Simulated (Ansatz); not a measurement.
Basis-set extrapolation for C2H6Mg, SMILES `[CH3][Mg][CH3]` (PBE0-D4/def2-TZVP geometry, frozen core, Ansatz 0.2.0). Multiplicity 1, RHF reference. For Mg the program correlates outer-core shells too, which these sets cover unevenly, so the extrapolated numbers aren't a true limit.

```tsv
	def2-TZVPP	def2-QZVPP
HF	-278.842794	-278.855499
MP2 correlation	-0.575606	-0.640051
CCSD(T) correlation	-0.631136	not run
```

Energies in hartree. Use E(X) = E(∞) + A·exp(−7.88·√X) for Hartree–Fock and E(X) = E(∞) + B·X^(−2.97) for correlation, with X = 3 and 4, and add CCSD(T) minus MP2 of the smaller set to the MP2 limit.

**Question.** What is the CCSD(T) energy at the basis-set limit?

**Answer.** HF limit: -278.855499 + (-0.012705) × 0.13774 = -278.85725. MP2 limit: -0.640051 + (-0.064445) × 0.74074 = -0.68779. Higher-order term: -0.631136 − (-0.575606) = -0.05553. Total: -279.60057 hartree, 332.5 kJ/mol below CCSD(T)/def2-TZVPP.
